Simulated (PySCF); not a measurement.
Species: C4H9P.
InChI=1S/C4H9P/c1-3-4(2)5-3/h3-5H,1-2H3/t3-,4-/m0/s1

Theory: TDDFT wB97X-D/def2-SVPD, vertical, gas phase, core orbitals frozen in the response (PySCF 2.14.0, density-fitted response routines). Geometry: GFN2-xTB; no solvent, vibrations or thermal averaging.

```
state  E (eV)  λ (nm)      f     main configurations (H = HOMO, L = LUMO)
   S1    6.46   191.8  0.048                                    H→L (86%)
   S2    6.74   183.8  0.037                     H-1→L (46%), H→L+1 (35%)
   S3    6.80   182.3  0.013                 H-1→L+1 (67%), H-1→L+3 (12%)
   S4    7.32   169.5  0.128                     H→L+1 (44%), H-1→L (40%)
   S5    7.80   158.9  0.032                                  H-2→L (54%)
   S6    7.90   157.0  0.197         H→L+4 (51%), H→L+2 (10%), H→L+5 (9%)
   S7    8.00   155.1  0.100                                  H→L+3 (54%)
   S8    8.07   153.7  0.076  H-1→L+4 (39%), H-1→L+2 (21%), H-1→L+3 (12%)
```

Triplets, Tamm–Dancoff:

```json
{"state": "T1", "E (eV)": "5.44", "λ (nm)": "228.1", "main configurations (H = HOMO, L = LUMO)": "H→L (73%), H-1→L (13%)"}
{"state": "T2", "E (eV)": "5.46", "λ (nm)": "227.1", "main configurations (H = HOMO, L = LUMO)": "H-1→L (69%), H→L (9%)"}
{"state": "T3", "E (eV)": "6.02", "λ (nm)": "205.8", "main configurations (H = HOMO, L = LUMO)": "H→L+1 (44%), H→L+3 (16%), H→L+2 (12%)"}
```

The lowest singlet lies at 6.46 eV (192 nm, vacuum ultraviolet) and is of moderate strength; its leading configuration is HOMO→LUMO (86%). The strongest level in the table is S6 at 7.90 eV (157 nm, f = 0.197). Löwdin shares by element: HOMO phosphorus 50%, carbon 30% or more, hydrogen 5% or more; LUMO phosphorus 39%, carbon 30% or more, hydrogen 9% or more (atoms not listed hold the other 22%). Weighted by f, the mean energy of these states is 7.61 eV. The listed states span 1.61 eV, and the widest gap between neighbours is 0.51 eV (S3 to S4). The oscillator strengths of these states sum to 0.631; summed over the whole spectrum of an exact calculation they would give the number of electrons, 48 (Thomas–Reiche–Kuhn). Only the lowest 8 singlets were computed, as vertical energies without vibronic structure.

Hardware: one thread of an x86-64 server, on a shared host. Cost: 22 s wall.
